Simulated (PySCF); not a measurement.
Atom-mapped SMILES (the numbers label the heavy atoms): `[CH3:1][CH2:2][CH2:3][O:4][CH3:5]` (H(Xn): hydrogen on atom n).

[PySCF 2.14.0 with density-fitted response routines: geometry from PBE0-D3(BJ)/def2-SVP; shieldings: GIAO PBE0/pcSseg-1; averaged over atoms made equivalent by symmetry, fast rotation or ring inversion; non-relativistic Hamiltonian; one conformer; isolated molecule]

Scale: 13C (σ = 184.41 ppm), 1H (σ = 31.27 ppm) against TMS; 17O (σ = 334.56 ppm) against H2O (reference shieldings calculated alike).

```json
{"atoms": "H(C1)", "nucleus": "1H", "count": "3", "δ (ppm)": "0.86"}
{"atoms": "H(C5)", "nucleus": "1H", "count": "3", "δ (ppm)": "?"}
{"atoms": "C1", "nucleus": "13C", "count": "1", "δ (ppm)": "11.3"}
{"atoms": "C2", "nucleus": "13C", "count": "1", "δ (ppm)": "?"}
{"atoms": "H(C2)", "nucleus": "1H", "count": "2", "δ (ppm)": "1.51"}
{"atoms": "C5", "nucleus": "13C", "count": "1", "δ (ppm)": "?"}
{"atoms": "O4", "nucleus": "17O", "count": "1", "δ (ppm)": "25.8"}
{"atoms": "H(C3)", "nucleus": "1H", "count": "2", "δ (ppm)": "2.94"}
{"atoms": "C3", "nucleus": "13C", "count": "1", "δ (ppm)": "77.3"}
```

**Question.** Estimate the values marked ?.

**Answer.** 
- C5: 59.3 ppm, methyl carbon bonded to O; deshielded by the electronegative neighbour
- C2: 26.2 ppm, sp3 CH2; aliphatic region, no heteroatom directly attached
- H(C5): 3.29 ppm, hydrogen on a methyl carbon bonded to O; its carbon carries O, which withdraws density

Shifts are as computed. Against solution values, carbons near 30 ppm lie about +2 ppm off and those near 130 ppm about +4 ppm. Of 246 compounds with measured shifts, 49 miss one by over three times the rms of a fit or turn the order of signals round; such compounds aren't used in these exercises. Experimental scales use liquid or dissolved standards, which lie at an offset from isolated H2O (liquid H2O: subtract about 36 ppm).
